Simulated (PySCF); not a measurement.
Computed with PBE-D3(BJ)/def2-TZVP // PBE0-D3(BJ)/def2-TZVP (PySCF). All species are isolated molecules in the gas phase. 

Reference species (SMILES): `CC1CC1` (neutral, multiplicity 1).

- HOMO: -6.60 eV
- HOMO–LUMO gap: 7.37 eV

Changed species: `C(C)(=C)C`.

Q: Give the shifts of the HOMO and HOMO–LUMO gap.

A: the HOMO rises by 0.67 eV, to -5.93 eV; the HOMO–LUMO gap falls by 1.91 eV, to 5.46 eV.
